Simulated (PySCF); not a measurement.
Job file and geometry (Å, from GFN2-xTB) of an NMR shielding run on SMILES C[N+](C)(C)C, [C4H12N]+, GIAO PBE0/pcSseg-1 NMR shielding, non-relativistic, gas phase (PySCF 2.14.0, density-fitted response routines); density fitting, a coarse starting grid and PySCF grid level 2 are the driver's defaults:

```
{"job": {"kind": "nmr", "xc": "PBE0", "basis": "pcSseg-1"}, "charge": 1, "multiplicity": 1}
C     -0.250779    -0.624185    -1.313084
N     -0.000928     0.000072    -0.001105
C      0.065373     1.464200    -0.158798
C     -1.093890    -0.344687     0.925850
C      1.277152    -0.493075     0.543156
H     -1.192984    -0.269183    -1.727364
H     -0.300575    -1.707299    -1.213632
H      0.549793    -0.375721    -2.008054
H      0.255664     1.939254     0.802165
H     -0.874600     1.844948    -0.554634
H      0.866389     1.734413    -0.844890
H     -2.046029     0.013209     0.538126
H     -1.154461    -1.423901     1.054667
H     -0.921481     0.112116     1.898851
H      1.244036    -1.574372     0.666150
H      2.095874    -0.244745    -0.130171
H      1.474448    -0.039016     1.512859
```

Task: Write the output of this run.

Result: 
```
coarse grid: 12848 points
cycle   1  E = -213.7905499182  dE =  6.373e-01  |g| = 4.492e-01  |ddm| = 3.192e+00
cycle   2  E = -213.7548288751  dE =  3.572e-02  |g| = 6.507e-01  |ddm| = 6.745e-01
cycle   3  E = -213.8329849455  dE = -7.816e-02  |g| = 3.142e-02  |ddm| = 3.333e-01
cycle   4  E = -213.8331298579  dE = -1.449e-04  |g| = 1.855e-02  |ddm| = 3.406e-02
cycle   5  E = -213.8332142911  dE = -8.443e-05  |g| = 3.185e-03  |ddm| = 1.481e-02
cycle   6  E = -213.8332166747  dE = -2.384e-06  |g| = 1.309e-04  |ddm| = 2.869e-03
final grid: 120288 points
cycle   7  E = -213.8622523477  dE = -5.403e-05  |g| = 9.281e-03  |ddm| = 2.688e-02
cycle   8  E = -213.8622505888  dE =  1.759e-06  |g| = 9.678e-03  |ddm| = 1.303e-02
cycle   9  E = -213.8622741364  dE = -2.355e-05  |g| = 4.888e-04  |ddm| = 6.828e-03
cycle  10  E = -213.8622741693  dE = -3.286e-08  |g| = 3.079e-04  |ddm| = 5.164e-04
cycle  11  E = -213.8622741873  dE = -1.805e-08  |g| = 2.879e-05  |ddm| = 1.656e-04
cycle  12  E = -213.8622741875  dE = -1.462e-10  |g| = 1.031e-06  |ddm| = 2.043e-05
converged SCF energy = -213.8622741875

GIAO shielding tensors (ppm)
atom      isotropic    diamagn.    paramagn.     s11        s22        s33       span
  0 C      131.424     250.935    -119.511    103.773    103.950    186.549     82.775
  1 N      202.821     320.735    -117.915    202.695    202.823    202.944      0.249
  2 C      131.329     250.966    -119.637    103.657    103.809    186.522     82.864
  3 C      131.431     250.951    -119.520    103.746    103.970    186.576     82.830
  4 C      131.345     250.971    -119.626    103.673    103.840    186.521     82.849
  5 H       28.514      30.623      -2.109     24.913     25.712     34.916     10.003
  6 H       28.514      30.620      -2.107     24.910     25.711     34.919     10.008
  7 H       28.516      30.629      -2.113     24.914     25.720     34.914     10.000
  8 H       28.520      30.643      -2.124     24.921     25.722     34.917      9.995
  9 H       28.516      30.636      -2.121     24.921     25.712     34.914      9.993
 10 H       28.517      30.639      -2.122     24.920     25.717     34.915      9.995
 11 H       28.523      30.636      -2.113     24.919     25.722     34.929     10.010
 12 H       28.520      30.636      -2.115     24.920     25.717     34.924     10.005
 13 H       28.522      30.645      -2.124     24.924     25.724     34.917      9.992
 14 H       28.514      30.636      -2.122     24.917     25.712     34.913      9.996
 15 H       28.515      30.638      -2.123     24.918     25.713     34.915      9.997
 16 H       28.520      30.647      -2.128     24.921     25.723     34.916      9.995
```

Task: Turn these shieldings into chemical shifts. Shifts are taken against calculated references (same method and geometry level): $^{13}$C (σ = 186.93 ppm), $^{1}$H (σ = 31.72 ppm) against TMS; $^{15}$N (σ = 267.73 ppm) vs NH3.

Result: Averaging equivalent atoms: C 0/2/3/4: 55.5; N 1: 64.9; H 5/6/7/8/9/10/11/12/13/14/15/16: 3.20 ppm. Experimental scales use liquid or dissolved standards, which lie at an offset from isolated NH3 (liquid NH3: subtract about 20 ppm).

Size and cost of the density-fitted run: 145 basis functions, 14 s wall time on 1 thread of an Arm Neoverse V1, shared host.
